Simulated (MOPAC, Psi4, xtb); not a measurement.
Two rigid molecules brought together: C2H4 ··· CH4O (SMILES C=C and CO). Monomers: optimised at B3LYP-D3(BJ) (def2-TZVP), held rigid. Orientation: lowest of the rigid-body minima from ten starts at GFN2-xTB. Only R, the distance of the centres of mass, is varied, so the lowest point isn't the relaxed dimer.

GFN1-xTB (xtb); PM6, restricted, heats of formation (MOPAC); PM3, restricted, heats of formation (MOPAC); SAPT0/jun-cc-pVDZ, frozen core (Psi4).

Interaction energies in kcal/mol; the last columns give the difference from SAPT0:

```json
[
 {"R / Å": "2.89", "GFN1-xTB": "1.05", "PM6": "5.28", "PM3": "4.76", "SAPT0/jun-cc-pVDZ": "4.21", "GFN1-xTB − SAPT0/jun-cc-pVDZ": "-3.15", "PM6 − SAPT0/jun-cc-pVDZ": "1.08", "PM3 − SAPT0/jun-cc-pVDZ": "0.55"},
 {"R / Å": "3.06", "GFN1-xTB": "-0.92", "PM6": "1.76", "PM3": "1.94", "SAPT0/jun-cc-pVDZ": "1.01", "GFN1-xTB − SAPT0/jun-cc-pVDZ": "-1.93", "PM6 − SAPT0/jun-cc-pVDZ": "0.74", "PM3 − SAPT0/jun-cc-pVDZ": "0.93"},
 {"R / Å": "3.28", "GFN1-xTB": "-1.76", "PM6": "-0.34", "PM3": "-0.62", "SAPT0/jun-cc-pVDZ": "-1.01", "GFN1-xTB − SAPT0/jun-cc-pVDZ": "-0.76", "PM6 − SAPT0/jun-cc-pVDZ": "0.66", "PM3 − SAPT0/jun-cc-pVDZ": "0.39"},
 {"R / Å": "3.46", "GFN1-xTB": "-1.78", "PM6": "-0.93", "PM3": "-1.38", "SAPT0/jun-cc-pVDZ": "-1.69", "GFN1-xTB − SAPT0/jun-cc-pVDZ": "-0.09", "PM6 − SAPT0/jun-cc-pVDZ": "0.76", "PM3 − SAPT0/jun-cc-pVDZ": "0.31"},
 {"R / Å": "3.64", "GFN1-xTB": "-1.56", "PM6": "-1.02", "PM3": "-1.33", "SAPT0/jun-cc-pVDZ": "-1.91", "GFN1-xTB − SAPT0/jun-cc-pVDZ": "0.35", "PM6 − SAPT0/jun-cc-pVDZ": "0.89", "PM3 − SAPT0/jun-cc-pVDZ": "0.58"},
 {"R / Å": "3.89", "GFN1-xTB": "-1.17", "PM6": "-0.83", "PM3": "-0.91", "SAPT0/jun-cc-pVDZ": "-1.83", "GFN1-xTB − SAPT0/jun-cc-pVDZ": "0.66", "PM6 − SAPT0/jun-cc-pVDZ": "1.00", "PM3 − SAPT0/jun-cc-pVDZ": "0.92"},
 {"R / Å": "4.14", "GFN1-xTB": "-0.84", "PM6": "-0.60", "PM3": "-0.56", "SAPT0/jun-cc-pVDZ": "-1.57", "GFN1-xTB − SAPT0/jun-cc-pVDZ": "0.73", "PM6 − SAPT0/jun-cc-pVDZ": "0.97", "PM3 − SAPT0/jun-cc-pVDZ": "1.01"},
 {"R / Å": "4.44", "GFN1-xTB": "-0.55", "PM6": "-0.41", "PM3": "-0.31", "SAPT0/jun-cc-pVDZ": "-1.23", "GFN1-xTB − SAPT0/jun-cc-pVDZ": "0.68", "PM6 − SAPT0/jun-cc-pVDZ": "0.82", "PM3 − SAPT0/jun-cc-pVDZ": "0.92"},
 {"R / Å": "4.93", "GFN1-xTB": "-0.30", "PM6": "-0.24", "PM3": "-0.14", "SAPT0/jun-cc-pVDZ": "-0.79", "GFN1-xTB − SAPT0/jun-cc-pVDZ": "0.49", "PM6 − SAPT0/jun-cc-pVDZ": "0.54", "PM3 − SAPT0/jun-cc-pVDZ": "0.65"},
 {"R / Å": "5.68", "GFN1-xTB": "-0.14", "PM6": "-0.14", "PM3": "-0.06", "SAPT0/jun-cc-pVDZ": "-0.41", "GFN1-xTB − SAPT0/jun-cc-pVDZ": "0.27", "PM6 − SAPT0/jun-cc-pVDZ": "0.27", "PM3 − SAPT0/jun-cc-pVDZ": "0.35"},
 {"R / Å": "6.65", "GFN1-xTB": "-0.05", "PM6": "-0.07", "PM3": "-0.03", "SAPT0/jun-cc-pVDZ": "-0.20", "GFN1-xTB − SAPT0/jun-cc-pVDZ": "0.15", "PM6 − SAPT0/jun-cc-pVDZ": "0.13", "PM3 − SAPT0/jun-cc-pVDZ": "0.17"},
 {"R / Å": "7.93", "GFN1-xTB": "-0.02", "PM6": "-0.04", "PM3": "-0.01", "SAPT0/jun-cc-pVDZ": "-0.09", "GFN1-xTB − SAPT0/jun-cc-pVDZ": "0.07", "PM6 − SAPT0/jun-cc-pVDZ": "0.05", "PM3 − SAPT0/jun-cc-pVDZ": "0.08"}
]
```

GFN1-xTB is furthest from SAPT0/jun-cc-pVDZ at 2.89 (-3.15 kcal/mol, below); its mean absolute difference over the points is 0.78 kcal/mol.

PM6 is furthest from SAPT0/jun-cc-pVDZ at 2.89 (1.08 kcal/mol, above); its mean absolute difference over the points is 0.66 kcal/mol.

PM3 is furthest from SAPT0/jun-cc-pVDZ at 4.14 (1.01 kcal/mol, above); its mean absolute difference over the points is 0.57 kcal/mol.
